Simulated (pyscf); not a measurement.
**Concerted two-bond exchange: O=SiH₂ + NH₃ → HO–SiH: [singlet] + NH₃**

Gas phase, singlet surface, charge 0. Bonds broken: Si2–H3, N5–H6. Bonds formed: O1–H6, H3–N5. Optimised with ωB97X-D3(BJ)/def2-SVP in PySCF. Correlated levels are frozen-core, on RHF or UHF. ΔMP2 is the change of the MP2 total energy from the triple- to the quadruple-zeta basis.

Transition state (Å):

```xyz
8

O      1.2981    -1.3599     0.2155
Si     1.0749     0.0832    -0.3640
H     -0.2871     0.3803     0.7728
H      2.0152     0.4941    -1.4858
N     -0.7662    -0.4527     1.6885
H     -0.0548    -1.1759     1.4070
H     -0.6426    -0.1607     2.6580
H     -1.7190    -0.7806     1.5305
```

One imaginary mode, 1257i cm⁻¹; descent along it reached the two sides named, in the forms told below.

```tsv
bond	change	reactant side (Å)	saddle	product side
Si2–H3	breaks	1.481	1.799	3.5
N5–H6	breaks	1.024	1.053	1.801
O1–H6	forms	2.106	1.812	0.992
H3–N5	forms	2.9	1.327	1.021
```

Electronic energies relative to the separated reactants (kcal/mol):

```json
[
 {"level": "ωB97X-D3(BJ)/def2-TZVP", "barrier": "25.4", "reaction energy": "-0.1", "reverse barrier": "25.5"},
 {"level": "PBE/def2-TZVP", "barrier": "17.1", "reaction energy": "+0.7", "reverse barrier": "16.3"},
 {"level": "r²SCAN/def2-TZVP", "barrier": "20.5", "reaction energy": "+2.8", "reverse barrier": "17.8"},
 {"level": "B3LYP-D3(BJ)/def2-TZVP", "barrier": "22.5", "reaction energy": "-0.2", "reverse barrier": "22.7"},
 {"level": "PBE0-D3(BJ)/def2-TZVP", "barrier": "19.5", "reaction energy": "-1.5", "reverse barrier": "21.0"},
 {"level": "M06-2X/def2-TZVP", "barrier": "24.4", "reaction energy": "-3.7", "reverse barrier": "28.1"},
 {"level": "ωB97M-D3(BJ)/def2-TZVP", "barrier": "24.8", "reaction energy": "-3.0", "reverse barrier": "27.7"},
 {"level": "HF/def2-TZVP", "barrier": "41.6", "reaction energy": "-5.0", "reverse barrier": "46.6"},
 {"level": "MP2/def2-QZVPP", "barrier": "27.6", "reaction energy": "+3.5", "reverse barrier": "24.1"},
 {"level": "CCSD/def2-TZVPP", "barrier": "30.0", "reaction energy": "-3.1", "reverse barrier": "33.1"},
 {"level": "CCSD(T)/def2-TZVPP", "barrier": "27.4", "reaction energy": "-1.5", "reverse barrier": "28.8"},
 {"level": "CCSD(T)/def2-TZVPP + ΔMP2(QZVPP)", "barrier": "27.1", "reaction energy": "-1.1", "reverse barrier": "28.2"}
]
```

With CCSD(T)/def2-TZVPP + ΔMP2(QZVPP) energies and thermal terms (ideal gas, 1 atm, RRHO with modes under 100 cm⁻¹ raised to 100, one conformer, R ln 2 for chiral ones without a mode under 150 cm⁻¹), in kcal/mol:

```tsv
T (K)	ΔH‡	ΔG‡	ΔH	ΔG
298	26.9	36.7	+0.2	-0.4
600	27.1	46.7	+0.3	-1.0
900	27.7	56.4	+0.4	-1.6
1200	28.4	65.9	+0.3	-2.3
```

On the reactant side the descent ends in a complex, 5.3 kcal/mol under the separated species and 30.6 kcal/mol under the saddle at ωB97X-D3(BJ)/def2-TZVP. On the product side the descent ends in a bound adduct, 10.2 kcal/mol under the separated species and 35.7 kcal/mol under the saddle at ωB97X-D3(BJ)/def2-TZVP. The reactants may also form a dative adduct at O=SiH₂; it and routes through it were not searched. The same reactants have a lower exit, to H₂N–SiH₂–OH (barrier -19.6 kcal/mol at ωB97M-D3(BJ), against +24.8 kcal/mol here). This is the saddle that the search found; another between the same sides may lie lower. The CCSD(T) − MP2 part came from Ansatz, without density fitting, on the same reference.
